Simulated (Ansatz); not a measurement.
Results of HSE06 (Ansatz, a program for electronic structure, plane waves, PAW) for diamond-structure Si.

Input:

Ansatz 0.2 input:
```yaml
crystal:
  lattice:
    - [0.0, 2.6968649997, 2.6968649997]
    - [2.6968649997, 0.0, 2.6968649997]
    - [2.6968649997, 2.6968649997, 0.0]
  atoms:
    - { symbol: Si, position: [0.0, 0.0, 0.0] }
    - { symbol: Si, position: [0.25, 0.25, 0.25] }
basis:
  ecutwfc: 460
  ecutrho_ratio: 4
  xc_grid: 2
kpoints:
  mp_grid: { grid: [8, 8, 8] }
hamiltonian:
  xc: hse06
  dispersion: none
  pseudopotentials: { kind: paw }
scf:
  occupations: { method: fermi_dirac, width: 0.01 }
  convergence: { dr2_threshold: 0.0000000002 }
output:
  forces: true
  stress: true
  eigenvalues: true
```

Excerpt of the program's output:

```
WARN output.stress: scf.exx.energy_threshold = 1e-6 eV is looser than the 2e-8 eV advised for a stress under a hybrid functional (1e-8 eV for each atom of the …
Crystal: 2 atoms, lattice volume = 39.229 Å³
Basis set: ecut = 460 eV, 893 PW (Γ), exchange–correlation on 54×54×54 points (8 copies of the dense FFT grid, shifted against one another)
Bands: 8, of which v1, the nominal top of the filled ones, is band 4 counted from 1 (3 counted from 0)
Symmetry: 48 space group operations
Space group: Fd-3m (ITA 227), of the structure as read, at distance tolerance 3.4e-5 Å
k-points: 29 of 512
SCF iter   1: F=—  HF=-1271.587491 eV  |F-HF|=—  |Δ(HF+E_count)|=         —  Δρ=8.16e-4  dr2=1.09e-4
SCF iter   2: F=-1271.587744 eV  HF=-1271.587698 eV  |F-HF|=4.61e-5  |Δ(HF+E_count)|=   2.07e-4  Δρ=4.04e-4  dr2=2.58e-5
Crystal: 2 atoms, lattice volume = 39.229 Å³
Initial density: handed on by an earlier stage of this run
  ...
Crystal: 2 atoms, lattice volume = 39.229 Å³
SCF iter   4: F=—  HF=-1272.576708 eV  |F-HF|=—  |Δ(HF+E_count)|=   1.28e-8  Δρ=1.35e-6  dr2=1.11e-9
SCF iter   5: F=-1272.576708 eV  HF=-1272.576708 eV  |F-HF|=6.14e-12  |Δ(HF+E_count)|=  4.61e-10  Δρ=1.76e-7  dr2=3.08e-11
SCF 3 converged in 5 iterations: F = -1272.576708 eV  dr2 = 3.08e-11
Free energy (F): -1272.576708 eV
Internal energy: -1272.576708 eV  (E = F + TS)
E sigma→0 (E₀):  -1272.576708 eV
Fermi energy:    6.676473 eV
--- Forces (eV/Å), atoms counted from 1 ---
  atom   1  Si     0.00000000     0.00000000     0.00000000
  atom   2  Si     0.00000000     0.00000000    -0.00000000
--- Stress (GPa, compression-positive) ---
        2.633382      -0.000000       0.000000
       -0.000000       2.633382       0.000000
       -0.000000       0.000000       2.633382
  P = ⅓ Tr σ = 2.6334 GPa (26.334 kbar)
```

The cell is one volume of an energy–volume scan, off the minimum.

The PAW data were made under PBE.
